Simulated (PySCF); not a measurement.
# AlN⁻: frontier orbitals

PBE0 at R = 1.792 Å; Al aug-cc-pV(D+d)Z, N aug-cc-pVDZ; no relativity (PySCF 2.14). State: ²Π (doublet), unpaired electrons π ↑. Only the outer orbitals are listed, counted within each symmetry.

```json
{"spin": "α", "orbital": "5σ", "occ.": "1", "ε (eV)": "-14.26", "on Al (%)": "3", "main shells (%)": "95 N s"}
{"spin": "α", "orbital": "6σ", "occ.": "1", "ε (eV)": "-3.19", "on Al (%)": "57", "main shells (%)": "57 Al s, 38 N p"}
{"spin": "α", "orbital": "2π", "occ.": "1", "ε (eV)": "-2.24", "on Al (%)": "12", "main shells (%)": "87 N p, 10 Al p"}
{"spin": "α", "orbital": "2π", "occ.": "1", "ε (eV)": "-1.01", "on Al (%)": "17", "main shells (%)": "82 N p, 15 Al p"}
{"spin": "α", "orbital": "7σ", "occ.": "1", "ε (eV)": "-0.44", "on Al (%)": "62", "main shells (%)": "35 Al s, 35 N p, 26 Al p"}
{"spin": "α", "orbital": "3π", "occ.": "0", "ε (eV)": "2.93", "on Al (%)": "106", "main shells (%)": "106 Al p"}
{"spin": "α", "orbital": "3π", "occ.": "0", "ε (eV)": "3.06", "on Al (%)": "105", "main shells (%)": "104 Al p"}
{"spin": "α", "orbital": "8σ", "occ.": "0", "ε (eV)": "3.16", "on Al (%)": "85", "main shells (%)": "81 Al p, 23 N s"}
{"spin": "β", "orbital": "5σ", "occ.": "1", "ε (eV)": "-12.41", "on Al (%)": "5", "main shells (%)": "92 N s"}
{"spin": "β", "orbital": "6σ", "occ.": "1", "ε (eV)": "-2.84", "on Al (%)": "65", "main shells (%)": "62 Al s, 29 N p"}
{"spin": "β", "orbital": "2π", "occ.": "1", "ε (eV)": "-0.24", "on Al (%)": "30", "main shells (%)": "70 N p, 28 Al p"}
{"spin": "β", "orbital": "7σ", "occ.": "1", "ε (eV)": "-0.16", "on Al (%)": "56", "main shells (%)": "41 N p, 29 Al s, 26 Al p"}
{"spin": "β", "orbital": "2π", "occ.": "0", "ε (eV)": "2.21", "on Al (%)": "69", "main shells (%)": "69 Al p, 31 N p"}
{"spin": "β", "orbital": "3π", "occ.": "0", "ε (eV)": "3.06", "on Al (%)": "101", "main shells (%)": "100 Al p"}
{"spin": "β", "orbital": "8σ", "occ.": "0", "ε (eV)": "3.14", "on Al (%)": "85", "main shells (%)": "80 Al p, 23 N s"}
```

Q: Which are the highest filled and the lowest empty level, where do they sit, and how wide is the gap?

A: Highest filled β 7σ at -0.16 eV (in %: 41 N p, 29 Al s, 26 Al p); lowest empty β 2π at 2.21 eV (in %: 69 Al p, 31 N p); the gap at PBE0 is 2.37 eV. An empty level above zero is unbound, and its energy depends on the basis.

```
bond order (Mayer)                                                                                                : 1.37
⟨S²⟩                                                                                                              : 0.776
charge on Al (Mulliken, basis-dependent)                                                                          : -0.06
charge on Al (Löwdin, basis-dependent)                                                                            : 0.07
dipole moment (positive dipole points towards N; it is taken about the centre of mass and depends on that origin) : -1.41 D
```

Shares are Mulliken populations and can fall outside 0 to 100 %.

The state was picked by a PBE0 search and need not be the measured ground state.
